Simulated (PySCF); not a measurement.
Gas-phase reaction: Si₂H₆ + 4 SiHCl₃ → 5 SiH₂Cl₂ + SiCl₂. Level: ωB97M-V/def2-TZVP†; standard pressure 1 bar.

Computed with PySCF and rigid-rotor harmonic-oscillator thermochemistry at 1 bar. † marks an energy on the PBE0/def2-TZVP geometry and frequencies. All species are closed-shell singlets. The harmonic model lacks anharmonicity and excited electronic states, which grow with temperature; levels with a mode under 35 cm⁻¹ are left out. Internal rotation in Si₂H₆ is treated as a harmonic vibration of one conformer, which makes the entropy rough.

```tsv
T (K)	1000/T (1/K)	log10 K
800	1.2500	-0.13
1000	1.0000	1.60
1200	0.8333	2.73
1400	0.7143	?
1600	0.6250	4.08
1800	0.5556	4.51
```

Fit log10 K = a + b·(1000/T) to the five rows, get the mean ΔH° and ΔS°, and predict log10 K at 1400 K.

Means: 1000/T = 0.8528, log10 K = 2.558. Sums of products about the means: Sxy = -2.13889, Sxx = 0.320037, so b = Sxy/Sxx = -6.68 and a = 2.558 − (-6.68)×0.8528 = 8.25.
ΔH° = −R ln 10 × 1000 K × b = −19.145 × (-6.68) = 128 kJ; ΔS° = R ln 10 × a = 158 J/K. The run's own values go from 135 kJ and 166 J/K at 800 K to 117 kJ and 151 J/K at 1800 K.
Prediction at 1400 K: 8.25 + (-6.68)×0.7143 = 3.48. The computed value is 3.51, 0.03 from the line.
For scale, ΔH°(298 K) is 144 kJ at this level, 165 kJ at ωB97X-V/def2-TZVP†, and runs from 100 to 190 kJ over the 19 levels computed.
